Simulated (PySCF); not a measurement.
C4H5N, SMILES c1cc[nH]c1.

Coordinates come from a B3LYP-D3(BJ)/def2-SVP optimisation.

Level of theory: PBE/def2-TZVP (PySCF).

Symmetry labels are those of the subgroup C2v that the program uses (full group C2v).

Computed valence orbital energies around the gap with their symmetry:
```csv
orbital,symmetry,energy (eV)
HOMO−7,A1,-13.22
HOMO−6,A1,-10.33
HOMO−5,B2,-10.18
HOMO−4,B1,-9.82
HOMO−3,B2,-9.22
HOMO−2,A1,-8.91
HOMO−1,B1,-5.83
HOMO,A2,-5.08
LUMO,B1,0.02
LUMO+1,A1,0.27
LUMO+2,A2,1.03
LUMO+3,A1,1.68
```
